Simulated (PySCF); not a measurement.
# [NO2]− (SMILES O=N[O-]) at 6 levels

Aim: a comparison of 6 runs (B3LYP/6-31G*, BLYP/def2-TZVPPD, M06-L/def2-TZVPPD, PBE0/def2-TZVPPD, TPSS/def2-TZVPPD, SCS-MP2/def2-TZVPPD) of [NO2]−. 

The calculation is run with PySCF 2.14.0.

1 further run of the same task is left out (set aside as unsound or not needed).

### Step 1. Starting point

The species is [NO2]− (3 atoms), meant as a singlet with charge -1. As SMILES, `O=N[O-]`. The coordinates come from a PBE0-D4/def2-TZVPD relaxation.

Bond lengths: O1–N2 1.245 Å, N2–O3 1.245 Å. Angles: O1–N2–O3 116.8°.

### Step 2. The energy at B3LYP/6-31G(d) (spherical functions) (run 1)

File job.py:

```python
# nitrite
from pyscf import gto, dft

system = gto.Mole()
system.atom = '''
O        0.322840       0.992650       0.287620
N        0.325750      -0.245400       0.151990
O       -0.648590      -0.747260      -0.439610
'''
system.spin = 0
system.verbose = 3
system.max_memory = 1860
system.charge = -1
system.basis = '6-31g*'
system.build()

myscf = dft.RKS(system)
myscf.xc = 'b3lyp'
myscf.grids.level = 5
myscf.conv_tol = 1e-10
myscf.kernel()
if not myscf.converged:
    myscf = myscf.newton().run(myscf.mo_coeff, myscf.mo_occ)

etot = myscf.e_tot
print('E = %.10f Eh' % etot)
```

Run with:

```console
OMP_NUM_THREADS=1 python job.py
```

What it wrote:

```text
converged SCF energy = -205.112470333989
E = -205.1124703340 Eh
```

Wall time 3.3 s (1 thread of Arm Neoverse V2, shared host); peak memory 0.25 GiB.

### Step 3. The energy at BLYP/def2-TZVPPD (run 2)

File start.xyz:

```xyz
3

O      0.322840     0.992650     0.287620
N      0.325750    -0.245400     0.151990
O     -0.648590    -0.747260    -0.439610
```

File calc.py:

```python
from pyscf import gto, dft

mol = gto.Mole()
mol.atom = 'start.xyz'
mol.basis = 'def2-tzvppd'
mol.charge = -1
mol.spin = 0
mol.max_memory = 1860
mol.verbose = 3
mol.build()

ks = dft.RKS(mol)
ks.xc = 'blyp'
ks.conv_tol = 1e-10
ks.grids.level = 5
ks.kernel()
if not ks.converged:
    ks = ks.newton().run(ks.mo_coeff, ks.mo_occ)

etot = ks.e_tot
print('Final energy', etot)
```

Run with:

```console
OMP_NUM_THREADS=1 python calc.py
```

What it wrote:

```text
converged SCF energy = -205.239559255717
Final energy -205.23955925571732
```

Wall time 10 s (1 thread of Arm Neoverse V2, shared host); peak memory 0.61 GiB.

Runs 3 to 5 aren't shown in full; the table further down has their settings and results.

### Step 4. The energy at SCS-MP2/def2-TZVPPD (run 6)

start.xyz is that of step 3.

File job.py:

```python
from pyscf import gto, scf, mp

molecule = gto.Mole()
molecule.atom = 'start.xyz'
molecule.charge = -1
molecule.verbose = 3
molecule.max_memory = 1860
molecule.basis = 'def2-tzvppd'
molecule.build()

myscf = scf.RHF(molecule)
myscf.conv_tol = 1e-10
myscf.kernel()
if not myscf.converged:
    myscf = myscf.newton().run(myscf.mo_coeff, myscf.mo_occ)

pt = mp.MP2(myscf, frozen=3).run()
e_final = myscf.e_tot + 1.2 * pt.e_corr_os + pt.e_corr_ss / 3
print('E = %.10f Eh' % e_final)
```

Run with:

```console
OMP_NUM_THREADS=1 python job.py
```

What it wrote:

```text
converged SCF energy = -204.174312705564
E(RMP2) = -204.866184291005  E_corr = -0.691871585441271
E(SCS-RMP2) = -204.843126144853  E_corr = -0.668813439289142
E = -204.8431261449 Eh
```

It took 3 s on 1 thread of Arm Neoverse V2, shared host; peak memory 0.35 GiB.

### Step 5. Overview of the runs

```csv
run,level,integration grid,frozen core orbitals,energy (Eh),HOMO energy (eV),LUMO energy (eV),HOMO–LUMO gap (eV),wall time
1,B3LYP/6-31G* (spherical functions),5,–,-205.112470,1.85,7.02,5.16,3.3 s
2,BLYP/def2-TZVPPD,5,–,-205.239559,1.40,4.35,2.95,10 s
3,M06-L/def2-TZVPPD,5,–,-205.208221,1.52,4.83,3.31,28 s
4,PBE0/def2-TZVPPD,5,–,-205.027832,-0.08,5.46,5.54,11 s
5,TPSS/def2-TZVPPD,5,–,-205.276867,1.37,4.52,3.14,25 s
6,SCS-MP2/def2-TZVPPD,–,3,-204.843126,-4.21,6.50,10.71,3 s
```

### Step 6. What came out

| quantity | value |
| --- | --- |
| run 6: total energy | -204.84313 Eh |
| run 6: HOMO energy (Hartree–Fock orbitals) | -4.21 eV |
| run 6: LUMO energy (Hartree–Fock orbitals) | 6.50 eV |
| run 6: HOMO–LUMO gap (to an unbound level, set by the basis) | 10.71 eV |
| run 6: correlation energy (3 core orbitals frozen) | -668.8 mEh |

In words: Over runs 1, 2, 3, 4, 5 the HOMO–LUMO gap runs from 2.95 eV (BLYP/def2-TZVPPD) to 5.54 eV (PBE0/def2-TZVPPD). The empty levels of an anion lie above zero and hang on the basis. Totals of different functionals can't be ranked against each other. In runs 1, 2, 3, 5 the HOMO lies above zero, so the outermost electron may be held by the basis alone. All runs together took 80 s, the longest 28 s.
